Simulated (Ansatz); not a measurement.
CH₂FNS, SMILES `N=C(F)S`. Charge 0, multiplicity 1.

```xyz
6

N    -0.125   -1.080    0.635
C    -0.198   -0.367   -0.382
F    -0.636   -0.904   -1.518
S     0.170    1.325   -0.715
H     0.218   -0.585    1.449
H     0.571    1.610    0.532
```

Problem. Give the diagnostics of a CCSD(T)/def2-TZVPP run (frozen core, the Gaussian-basis code of Ansatz). (Estimate.)

Solution. The calculation gave: T1 = 0.0140, largest single amplitude 0.031, largest double 0.064, (T) share of the correlation energy 4.2 %, 10 CCSD cycles. The RHF solution is stable towards an unrestricted one. T1 lies under the customary mark of 0.02 for closed shells.
